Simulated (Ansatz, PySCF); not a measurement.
nitrogen trifluoride (F3N), SMILES FN(F)F.

Geometry: B3LYP-D3(BJ)/def2-TZVP.

Vertical ionisation energy (IE) and electron affinity (EA) in eV. Rows of orbital energies are one-electron estimates. Where ΔSCF, EOM or ADC give a negative EA the extra electron is unbound and the value depends on the basis.

```csv
level,IE,EA
"−ε(HOMO), −ε(LUMO), r2SCAN/def2-TZVPD (PySCF)",8.98,0.96
"−ε(HOMO), −ε(LUMO), PBE/def2-TZVPD (PySCF)",8.57,1.36
"ΔSCF, CAM-B3LYP/def2-SVPD (Ansatz), final states of multiplicity 2 and 2",13.83,-2.39
"ΔSCF, PBE/def2-SVPD (Ansatz), final states of multiplicity 2 and 2",13.14,-2.24
```

Problem. What vertical singlet–triplet gap does ΔSCF give with CAM-B3LYP/def2-SVPD (Ansatz, a quantum-chemistry and plane-wave program) and with PBE/def2-SVPD (Ansatz)? (Estimate from the structure and the level; the computed values follow.)

Solution. 6.70 and 6.51 eV (triplet above singlet where positive).
